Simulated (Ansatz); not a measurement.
A made-up structure of CH₂BSi, doublet:

```csv
atom,x (Å),y (Å),z (Å)
B1,-0.3449,-0.4460,0.9085
C2,-0.7829,-1.0137,2.0574
Si3,0.1959,0.2536,-0.5146
H4,-0.0730,-0.2872,-1.8680
H5,1.0049,1.4934,-0.5832
```

It is relaxed with PBE-D4/def2-SVP and then PBE0-D4/def2-TZVP (Ansatz 0.2.0). Atoms count as bonded within 1.22 times the sum of their covalent radii (H–H: 0.88 Å). The end point is not checked to be a true minimum.

(1) Does its bonding change? (Judge from chemistry; the calculation decides.)

Answers

(1) The calculation gives: No: no bond forms or breaks.

Where it ends: The first stage lowers the energy by 0.63 eV in 8 steps. It ends as CH₂BSi ([C][B][SiH2]):
```
5
angstrom
B -0.3231 -0.4002 1.0425
C -0.8799 -1.1569 2.1224
Si 0.2386 0.3125 -0.5876
H -0.0813 -0.3023 -1.8932
H 1.0457 1.5468 -0.6841
```

Labels in which every atom is bracketed show which atoms are joined, not bond orders.

For scale, one of the runs: PBE0-D4/def2-TZVP relaxation, 111 basis functions, launched by `ansatz run in.yaml --threads 2 --pin off --events-out ev --progress --plain --max-ram 4352MiB`. Hardware: 2 CPU threads of an Arm Neoverse V2, shared host. Wall time about 31 s.
